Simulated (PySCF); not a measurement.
Broadened absorption spectrum of C3H6Cl2

C3H6Cl2.
InChI=1S/C3H6Cl2/c1-3(2,4)5/h1-2H3

Computed, not measured: TDDFT CAM-B3LYP/aug-cc-pVTZ, vertical, gas phase, core orbitals frozen in the response in PySCF. Isolated species at its PBE0-D3(BJ)/def2-TZVP geometry, gas phase.

Computed states:

| state | E (eV) | f |
| --- | --- | --- |
| S1 | 6.90 | 0.014 |
| S2 | 7.03 | 0.0004 |
| S3 | 7.20 | 0.0000 |
| S4 | 7.43 | 0.0048 |
| S5 | 7.77 | 0.023 |
| S6 | 7.95 | 0.081 |
| S7 | 8.14 | 0.0000 |
| S8 | 8.16 | 0.0000 |
| S9 | 8.20 | 0.0059 |
| S10 | 8.37 | 0.014 |

Broadening: Gaussians 0.4 eV wide at half height, area fixed by f = 4.319×10⁻⁹ ∫ε dν̃. The width is an assumption, not a result. The curve ends short of the highest state used, and states not computed would add to its high-energy end.

(1) What does the envelope look like, and where are its maxima?

(2) Coming from long wavelengths, where does ε first pass 100 L mol⁻¹ cm⁻¹?

(3) On this curve, what absorbance would a 10⁻⁵ mol/L sample give at 193 nm over a 1 cm path?

Results:

(1) 
λ (nm), ε (L mol⁻¹ cm⁻¹) and a bar:
```
    159.5       4782 ##############################
    160.8       3551 ######################
    162.1       2454 ###############
    163.3       1676 ###########
    164.6       1101 #######
    165.9        749 #####
    167.2        542 ###
    168.5        419 ###
    169.8        349 ##
    171.1        328 ##
    172.3        356 ##
    173.6        441 ###
    174.9        572 ####
    176.2        722 #####
    177.5        855 #####
    178.8        934 ######
    180.1        940 ######
    181.3        879 ######
    182.6        756 #####
    183.9        602 ####
    185.2        445 ###
    186.5        307 ##
    187.8        197 #
    189.1        119 #
    190.3         70 
    191.6         38 
    192.9         19 
    194.2          9 
    195.5          4 
    196.8          2
```

Maxima: 180 nm (6.91 eV), ε about 950, made up of S1 (98%) (ε in L mol⁻¹ cm⁻¹; maxima over ε = 5, shares over 10%). At its high-energy end, 7.77 eV, the curve is still rising (ε about 4700, from S5 and S6).

(2) At about 189 nm (6.54 eV), 0.36 eV below S1.

(3) 193 nm is 6.424 eV, where ε is about 18 L mol⁻¹ cm⁻¹, so A = ε c l ≈ 0.00018 (Beer–Lambert, with the gas-phase spectrum and the assumed width).

Hardware: one thread of an Arm Neoverse V1, on a shared host. Cost: 78 s of wall time, 1.6 GiB resident at most.
